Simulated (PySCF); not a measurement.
**Question.** What does the GFN2-xTB structure of InChI=1S/C5H8S/c1-2-4(1)5-3-6-5/h4-5H,1-3H2/t5-/m0/s1 look like in three dimensions?

**Answer.** 
```
atom  x, y, z in Å
C1    -1.7031   -0.5292    0.0735
C2    -1.3324    0.8521    0.5109
C3    -0.4115    0.0777   -0.3912
C4     0.8741   -0.4279    0.1551
C5     2.1658    0.1257   -0.3168
S6     1.8477   -1.5509   -0.8900
H7    -1.6507   -1.3258    0.8000
H8    -2.4980   -0.6487   -0.6457
H9    -1.8682    1.6884    0.0897
H10   -1.0300    1.0003    1.5365
H11   -0.3501    0.3861   -1.4278
H12    0.8271   -0.7540    1.1896
H13    2.9825    0.2250    0.3854
H14    2.1461    0.8807   -1.0915
```

Orientation and origin are arbitrary. Atoms count from 1 in this order. The 3-membered ring C1–C2–C3 has internal angles of 59.7° to 60.3°. The 3-membered ring C4–C5–S6 has internal angles of 48.4° to 66.4°. The 5 C–C bonds span 1.482 Å (C4–C5, drawn single) to 1.504 Å (C2–C3, drawn single), a spread of 0.022 Å.

Bonds between heavy atoms (Å): C1–C2 1.496, C2–C3 1.504, C3–C4 1.486, C4–C5 1.482, C5–S6 1.800, C1–C3 1.501, C4–S6 1.817.

Structure optimised with GFN2-xTB, isolated species.

Point group: C1 (no symmetry element, even within 0.4 Å). Stationary, but not proved a minimum. The numbers are those of one conformer (C2–C3–C4–C5 -112°).

These are computed values.
